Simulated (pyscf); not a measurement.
PySCF, gas phase, ωB97X-D3(BJ)/def2-SVP geometries.

SMILES: [CH3][Ge]([CH3])([CH3])[CH3]
```xyz
17

C     -0.1721    -1.8593    -1.9801
Ge    -0.5888    -0.9856    -0.2803
C      1.0021    -0.9769     0.8580
C     -1.1591     0.8550    -0.6173
C     -2.0278    -1.9606     0.6171
H     -1.0545    -1.8711    -2.6392
H      0.1477    -2.9006    -1.8170
H      0.6395    -1.3296    -2.5036
H      1.8306    -0.4419     0.3676
H      0.7927    -0.4785     1.8176
H      1.3362    -2.0045     1.0713
H     -2.0497     0.8757    -1.2652
H     -0.3601     1.4268    -1.1150
H     -1.4095     1.3658     0.3258
H     -2.2812    -1.4868     1.5786
H     -1.7292    -3.0019     0.8163
H     -2.9358    -1.9779    -0.0062
```

**Question.** What is the homolytic dissociation enthalpy (298 K, ωB97M-D3(BJ)/def2-TZVP) of the C–Ge bond of H₃C–Ge(CH₃)(CH₃)–CH₃, to CH₃• + H₃C–Ge•(CH₃)–CH₃?

**Answer.** C–Ge to CH₃• + H₃C–Ge•(CH₃)–CH₃: 81.1 kcal/mol. The 7 functionals that were run give +74.8 (r²SCAN) to +84.1 kcal/mol (ωB97X-D3(BJ)/def2-TZVP). Other isomers of H₃C–Ge•(CH₃)–CH₃ were not searched in full and may lie lower. Elements up to Kr have no core potential and no relativistic terms here.
